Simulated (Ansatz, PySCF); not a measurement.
Species: C$_{4}$H$_{5}$ (charge 0, doublet). It need not be the lowest isomer of its formula. 
Structure (B3LYP-D3(BJ)/def2-TZVP (Ansatz, a first-principles code) minimum search):
```
C
H 1 1.0917
H 1 1.0917 2 110.51
C 1 1.5310 2 114.80 3 -131.78
C 4 1.3243 1 90.43 2 -115.15
H 4 1.0784 5 136.65 1 180.00
C 5 1.5102 4 98.96 6 180.00
H 7 1.0894 5 115.96 4 114.41
H 7 1.0894 8 109.91 5 -133.96
```
Charge 0, spin multiplicity 2.

Dipole moments at this geometry, in debye (magnitudes).

```tsv
level	program	dipole (D)
HF/def2-TZVPD	PySCF	1.12
SVWN5/def2-TZVPD	Ansatz	1.66
PBE/def2-TZVPD	Ansatz	1.55
r2SCAN/def2-TZVPD	Ansatz	1.46
B97M-V/def2-TZVPD	Ansatz	…
B3LYP/def2-TZVPD	PySCF	1.48
TPSSh/def2-TZVPD	PySCF	1.47
r2SCANh/def2-TZVPD	Ansatz	1.43
r2SCAN0/def2-TZVPD	Ansatz	1.39
M06-2X/def2-TZVPD	PySCF	1.40
HSE06/def2-TZVPD	Ansatz	1.45
wB97M-V/def2-TZVPD	Ansatz	1.48
wB97X-V/def2-TZVPD	Ansatz	…
```

**Question.** Complete the blanks.

**Answer.** 
- B97M-V/def2-TZVPD, dipole (D): 1.46
- wB97X-V/def2-TZVPD, dipole (D): 1.48
